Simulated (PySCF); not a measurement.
Basis-set dependence of population analyses: `O=[PH](O)O`

H3O3P.
SMILES with atom numbers: `[O:1]=[PH:2]([OH:3])[OH:4]` (hydrogens: H5 on P2; H6 on O3; H7 on O4)

PBE0 throughout (PySCF), one geometry, spherical d and f functions. The structure is a single PBE0-D3(BJ)/def2-SVP conformer in the gas phase; no vibrational or solvent corrections. Atoms taken as equivalent share a column and are averaged.

Mulliken charges (e):

```
      basis  functions      O1      P2   O3/O4      H5   H6/H7
   pcSseg-0         46  -0.779  +1.526  -0.812  +0.061  +0.408
    cc-pVDZ         75  -0.449  +0.784  -0.341  -0.024  +0.186
   pcSseg-1         90  -0.589  +1.089  -0.515  -0.004  +0.267
aug-cc-pVDZ        123  -0.700  +1.421  -0.564  +0.121  +0.143
    cc-pVTZ        166  -0.474  +0.751  -0.357  -0.017  +0.227
   IGLO-III        179  -0.618  +1.289  -0.613  -0.073  +0.314
```

IAO charges (e):

| basis | functions | O1 | P2 | O3/O4 | H5 | H6/H7 |
| --- | --- | --- | --- | --- | --- | --- |
| pcSseg-0 | 46 | -0.800 | +1.551 | -0.713 | -0.053 | +0.364 |
| cc-pVDZ | 75 | -0.858 | +1.717 | -0.758 | -0.101 | +0.378 |
| pcSseg-1 | 90 | -0.876 | +1.746 | -0.767 | -0.097 | +0.381 |
| aug-cc-pVDZ | 123 | -0.881 | +1.740 | -0.777 | -0.089 | +0.392 |
| cc-pVTZ | 166 | -0.892 | +1.780 | -0.784 | -0.102 | +0.391 |
| IGLO-III | 179 | -0.901 | +1.793 | -0.789 | -0.101 | +0.394 |

Hirshfeld charges (e):

| basis | functions | O1 | P2 | O3/O4 | H5 | H6/H7 |
| --- | --- | --- | --- | --- | --- | --- |
| pcSseg-0 | 46 | -0.406 | +0.577 | -0.278 | +0.004 | +0.191 |
| cc-pVDZ | 75 | -0.377 | +0.482 | -0.242 | 0.000 | +0.189 |
| pcSseg-1 | 90 | -0.390 | +0.501 | -0.249 | +0.008 | +0.190 |
| aug-cc-pVDZ | 123 | -0.387 | +0.494 | -0.245 | +0.011 | +0.186 |
| cc-pVTZ | 166 | -0.386 | +0.482 | -0.242 | +0.007 | +0.190 |
| IGLO-III | 179 | -0.385 | +0.478 | -0.241 | +0.013 | +0.188 |

Some averages cover members that differ in this geometry, most widely: O3/O4, Mulliken in IGLO-III -0.641 to -0.585; O3/O4, Mulliken in cc-pVTZ -0.379 to -0.335; O3/O4, Mulliken in cc-pVDZ -0.359 to -0.324; O3/O4, Mulliken in pcSseg-1 -0.532 to -0.499 e.

Problem. Which scheme is steadiest as the basis changes?

Solution. Largest range over the bases for any column: Hirshfeld 0.10 e, IAO 0.24 e, Mulliken 0.77 e. Hirshfeld charges move least and Mulliken charges most, counted in e.

Problem. How much do the charges still move between the two largest bases, cc-pVTZ and IGLO-III?

Solution. At most, over all atoms: Mulliken 0.538 e, IAO 0.012 e, Hirshfeld 0.006 e.

Problem. What do the same runs give for the total energy, the frontier levels and the dipole moment?

Solution. 
```json
{"basis": "pcSseg-0", "energy (Eh)": "-567.4708", "HOMO (eV)": "-8.62", "LUMO (eV)": "0.86", "μ (D)": "3.53"}
{"basis": "cc-pVDZ", "energy (Eh)": "-568.5174", "HOMO (eV)": "-8.38", "LUMO (eV)": "1.16", "μ (D)": "3.39"}
{"basis": "pcSseg-1", "energy (Eh)": "-568.4904", "HOMO (eV)": "-8.75", "LUMO (eV)": "0.70", "μ (D)": "3.53"}
{"basis": "aug-cc-pVDZ", "energy (Eh)": "-568.5567", "HOMO (eV)": "-8.84", "LUMO (eV)": "-0.47", "μ (D)": "3.50"}
{"basis": "cc-pVTZ", "energy (Eh)": "-568.6503", "HOMO (eV)": "-8.72", "LUMO (eV)": "0.62", "μ (D)": "3.51"}
{"basis": "IGLO-III", "energy (Eh)": "-568.6678", "HOMO (eV)": "-8.88", "LUMO (eV)": "0.19", "μ (D)": "3.53"}
```

The dipole is fixed by the density alone, so its range of 0.14 D shows that the density itself changes with the basis, not only its division among atoms.
